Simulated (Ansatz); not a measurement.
Compare A (`C=COCCC`) with its isomer B (`C1CCOCC1`).

Isolated molecules relaxed with PBE0-D4/def2-TZVP in Ansatz; ΔE leaves out vibrations. CCSD(T)/CBS is the MP2 limit (def2-TZVPP, def2-QZVPP) plus CCSD(T) − MP2 in def2-TZVPP, frozen cores. DFT in def2-TZVPP. B3LYP here is the variant with VWN-RPA as its local correlation; programs differ in this. One conformer a species, not always the lowest.

A:

Z-matrix (Å, degrees):
```
C
C 1 1.509
O 1 1.413 2 108.6
H 1 1.099 2 110.8 3 120.3
H 1 1.099 2 110.8 3 -120.3
C 2 1.519 1 111.7 3 179.9
H 2 1.094 1 108.8 3 -58.0
H 2 1.094 1 108.8 3 57.8
C 3 1.343 1 116.8 2 179.9
H 6 1.091 2 111.1 1 180.0
H 6 1.094 2 111.4 1 -60.1
H 6 1.093 2 111.4 1 60.0
C 9 1.330 3 128.2 1 0.0
H 9 1.085 3 110.2 1 -180.0
H 13 1.081 9 118.6 3 -180.0
H 13 1.081 9 123.6 3 0.0
```

B:

Z-matrix (Å, degrees):
```
C
C 1 1.523
C 1 1.523 2 109.9
H 1 1.097 2 109.2 3 -119.7
H 1 1.093 2 110.9 3 123.0
C 2 1.518 1 110.1 3 51.8
H 2 1.095 1 109.8 3 -67.9
H 2 1.094 1 111.1 3 173.5
C 3 1.518 1 110.1 2 -51.8
H 3 1.095 1 109.8 2 67.9
H 3 1.094 1 111.1 2 -173.5
O 6 1.410 2 111.9 1 -56.0
H 6 1.092 2 111.4 1 -174.9
H 6 1.103 2 109.7 1 65.8
H 9 1.103 3 109.7 1 -65.8
H 9 1.092 3 111.4 1 174.9
```

(1) Which is lower in electronic energy at CCSD(T)/CBS, and by how much? (Estimate.)

(2) Give E(B) − E(A) in kcal/mol with B2PLYP, CCSD(T)/def2-TZVPP, PBE-D4, HF/def2-TZVPP, B3LYP-D4, CCSD/def2-TZVPP, ωB97M-V. (Best estimate.)

Largest T1 diagnostic: 0.011.

Answers

(1) Ansatz gave: B, by 16.3 kcal/mol.

(2) Computed: B2PLYP -13.5, CCSD(T)/def2-TZVPP -16.5, PBE-D4 -15.1, HF/def2-TZVPP -13.2, B3LYP-D4 -13.1, CCSD/def2-TZVPP -17.0, ωB97M-V -16.5. None reverses the order clearly.

In def2-TZVPP, CCSD(T) changes the Hartree–Fock value by −3.3 kcal/mol (the triples alone add +0.5 kcal/mol) and MP2 by −4.9 kcal/mol. From PBE to PBE0 (25 % exact exchange), in def2-TZVPP and without D4, E(B) − E(A) moves by −3.5 kcal/mol.
